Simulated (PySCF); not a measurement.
# C5H3N: the cost of one run

Computed with PySCF 2.14.0, with density-fitted response routines of our own, on a single molecule in the gas phase. Atoms are numbered from 0 throughout.

## (1) Starting geometry

9 atoms, charge 0, multiplicity 1; geometry from: GFN2-xTB. The atoms were then displaced at random by about 0.01 Å, so the start is not that level's minimum.

Bonds of the start (Å): C0–C1 1.29, C1–C2 1.42, C2–C3 1.35, C3–C4 1.35, C4–N5 1.14, C3–C1 1.51, C0–H6 1.10, C0–H7 1.05, C2–H8 1.08.

## (2) Optimising the geometry at PBE0-D3(BJ)/def2-SVP

The job: settings as JSON, then the geometry in Å.

```
{"job": {"xc": "PBE0", "basis": "def2-SVP", "d3": "d3bj", "grid": 1, "shake": 0.01, "kind": "geom"}, "charge": 0, "multiplicity": 1}
C     -1.686610    -0.326750    -0.338520
C     -0.536370     0.190740    -0.057950
C      0.376620     1.250160     0.204130
C      0.935720     0.017610     0.237070
C      1.956700    -0.850580     0.400050
N      2.824150    -1.581540     0.544130
H     -2.550090     0.339220    -0.481810
H     -1.848560    -1.354890    -0.453160
H      0.586250     2.298870     0.339550
```

The run is started by

```sh
OMP_NUM_THREADS=1 python probes_run.py task.json out
```

One launch serves the whole session: the jobs run in the order shown.

Q: Estimate the wall time and peak memory of this first job on 1 thread of Intel Xeon Platinum 8175M at 2.50GHz, shared host.

About 35 s, with a peak of 0.4 GiB.
